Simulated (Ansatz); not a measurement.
The input, for Ansatz 0.2.0:

```yaml
crystal:
  periodic: [false, false, false]
  atoms:
    - {symbol: H, position_ang: [0.000000, 0.000000, -0.955000]}
    - {symbol: H, position_ang: [0.000000, 0.000000, 0.009000]}
    - {symbol: F, position_ang: [0.000000, 0.000000, 0.946000]}
basis:
  gaussian: {orbitals: cc-pVDZ}
magnetization: {spin_polarized: false, initial_magnetization: 1}
correlation: {method: fic_mrcisd_q, electrons: outside_noble_gas, active_space: {window: {electrons: 3, orbitals: 3}}}
```

```sh
$ ansatz run in.yaml --threads 1 --pin off --events-out ev --progress --plain --max-ram 3968MiB --backend cpu
```

The program prints:

```
215 factors; integrals over basis functions are off by at most 1.6e-3 eV
mean field evaluation 1: about -2732.9008 eV, gradient 2.2e1 eV
mean field evaluation 2: about -2732.9014 eV, gradient 2.2e1 eV
mean field evaluation 4: about -2734.1594 eV, gradient 1.9e0 eV
mean field evaluation 8: about -2734.1967 eV, gradient 3.7e-4 eV
mean field -2734.19667692 eV, -100.4798745718 hartree, gradient 9.6e-7 eV, S^2 0.750000; 0 other end points of the search recorded, 0 dependent functions left out
reference -2734.19667692 eV, -100.4798745718 hartree; 6, 5 occupied and 18, 19 virtual orbitals, 215 factors
state -2734.86600349 eV, -100.5044718694 hartree
contracted CI cycle   1: correlation 0.00000000 eV, 0.0000000000 hartree, residual 2.89e1 eV
contracted CI cycle   2: correlation -4.96975378 eV, -0.1826350827 hartree, residual 4.19e0 eV
contracted CI cycle   3: correlation -5.10257718 eV, -0.1875162527 hartree, residual 8.93e-1 eV
contracted CI cycle   4: correlation -5.10939963 eV, -0.1877669732 hartree, residual 1.93e-1 eV
contracted CI cycle   5: correlation -5.10974543 eV, -0.1877796810 hartree, residual 6.01e-2 eV
contracted CI cycle   6: correlation -5.10978200 eV, -0.1877810250 hartree, residual 1.96e-2 eV
contracted CI cycle   7: correlation -5.10978551 eV, -0.1877811541 hartree, residual 5.64e-3 eV
contracted CI cycle   8: correlation -5.10978581 eV, -0.1877811650 hartree, residual 1.59e-3 eV
contracted CI cycle   9: correlation -5.10978583 eV, -0.1877811659 hartree, residual 4.96e-4 eV
state -2734.86600349 eV, -100.5044718694 hartree; corrected -2740.16641971 eV, -100.6992585729 hartree
Total energy: -2740.16641971 eV, -100.6992585729 hartree
```

For the same geometry and basis full CI lies 42.1 meV lower.

Ran on 1 thread of AMD EPYC 7R13, shared host: 0.3 s wall, 0.13 GiB peak host memory.
